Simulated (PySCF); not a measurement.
**Functional dependence of a UV spectrum**

3-methoxypropionitrile, C₄H₇NO.
SMILES: `COCCC#N`

Linear-response calculations in the def2-SVPD basis (PySCF; singlets by full response, triplets Tamm–Dancoff, core orbitals frozen in the response; HF means time-dependent Hartree–Fock). 'Strongest' is the level of largest summed f among the singlets computed (10 roots, of which the last may lack a degenerate partner); it can jump between rows when another state enters that window. S1 is the lowest singlet of each run and needn't be the same state throughout; f(S1) is that of one state. Isolated species at its PBE0-D3(BJ)/def2-SVP geometry (one conformer only).

| functional | kind | S1 (eV) | f(S1) | strongest (eV) | T1 (eV) | HOMO (eV) | gap (eV) | ionisation energy, ΔSCF (eV) |
| --- | --- | --- | --- | --- | --- | --- | --- | --- |
| LDA | LDA | 5.88 | 0.001 | 7.58 | 5.84 | -6.61 | 5.86 | 10.28 |
| PBE | GGA | 5.99 | 0.003 | 7.57 | 5.92 | -6.51 | 5.97 | 10.14 |
| B3LYP | global hybrid, 20% exact exchange | 6.93 | 0.018 | 8.35 | 6.33 | -7.87 | 7.91 | 10.41 |
| PBE0 | global hybrid, 25% exact exchange | 7.20 | 0.021 | 8.43 | 6.25 | -8.10 | 8.44 | not settled |
| BHandHLYP | global hybrid, 50% exact exchange | 7.49 | 0.000 | 9.25 | 6.12 | -9.67 | 10.55 | 10.45 |
| CAM-B3LYP | range-separated hybrid | 7.39 | 0.025 | 8.61 | 6.31 | -9.56 | 10.59 | 10.53 |
| wB97X-D | range-separated hybrid | 7.63 | 0.027 | 8.79 | 6.41 | -10.03 | 12.06 | 10.48 |
| LC-wPBE | range-separated hybrid | 7.75 | 0.000 | 9.24 | 6.26 | -10.85 | 12.99 | 10.62 |
| HF | Hartree–Fock | 6.96 | 0.000 | 9.33 | 5.43 | -12.17 | 14.56 | not settled |

S1 runs from 5.88 eV (LDA) to 7.75 eV (LC-wPBE), a spread of 1.87 eV, while the orbital gap spreads over 8.7 eV. −ε(HOMO) comes closest to its own ΔSCF ionisation energy with LC-wPBE (+0.24 eV) and misses most with LDA (-3.67 eV). 'Not settled' means that the ion's SCF failed to converge or may have ended in another state than the lowest.
